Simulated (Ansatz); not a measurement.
Input file:

```yaml
crystal:
  periodic: [false, false, false]
  atoms:
    - {symbol: Be, position_ang: [0.000000, 0.000000, 1.052730]}
    - {symbol: Be, position_ang: [0.000000, 0.000000, -1.052730]}
    - {symbol: H, position_ang: [0.000000, 0.000000, 2.400248]}
    - {symbol: H, position_ang: [0.000000, 0.000000, -2.400248]}
basis:
  gaussian: {orbitals: def2-SVP}
correlation: {method: fic_nevpt4_sd, electrons: valence, active_space: {window: {electrons: 2, orbitals: 4}}}
accuracy: high
scf: {lower_state_search: full}
```

```sh
$ ansatz run in.yaml --threads 1 --pin off --events-out ev --progress --plain --max-ram 2393MiB
```

Roughly how long does this take on 1 thread of Arm Neoverse N1, shared host, and how much host memory?

0.99 s wall and 0.09 GiB.

```
607 factors; integrals over basis functions are off by at most 4.2e-9 eV
mean field evaluation 1: about -825.1306 eV, gradient 1.0e1 eV
mean field evaluation 2: about -825.1238 eV, gradient 1.0e1 eV
mean field evaluation 4: about -825.9211 eV, gradient 2.7e-1 eV
mean field evaluation 8: about -825.9209 eV, gradient 4.8e-4 eV
mean field -825.92087431 eV, -30.3520323016 hartree, gradient 6.5e-9 eV, S^2 0.000000; 0 other end points of the search recorded, 0 dependent functions left out
reference -825.92087431 eV, -30.3520323016 hartree; 5, 5 occupied and 23, 23 virtual orbitals, 607 factors
state -826.38979638 eV, -30.3692648700 hartree
state -826.38979638 eV, -30.3692648700 hartree; corrected -828.16417556 eV, -30.4344721021 hartree
Total energy: -828.16417556 eV, -30.4344721021 hartree
```

Natural occupations: 1.9445 0.0224 0.0224 0.0107.
